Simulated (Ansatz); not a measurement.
Cartesian coordinates in Å:
```
C -0.956 -0.609 -0.252
O -0.332 0.145 0.747
C 0.917 0.626 0.340
H -1.129 -0.013 -1.160
H -1.917 -0.945 0.138
H -0.357 -1.488 -0.529
H 0.832 1.281 -0.540
H 1.338 1.198 1.167
H 1.605 -0.196 0.090
```

Charge 0, multiplicity 1.

Q: List the r2SCAN/def2-TZVPP orbital energies in eV (the Gaussian-basis code of Ansatz). (An estimate is asked.)

A: Computed: Occupied: -515.84, -274.08, -274.08, -27.33, -18.75, -16.44, -12.23, -12.00, -11.94, -9.88, -9.40, -7.89, -6.14. Lowest empty: 1.33, 2.32, 2.70, 3.14, 3.26, 3.94, 4.23, 5.08.
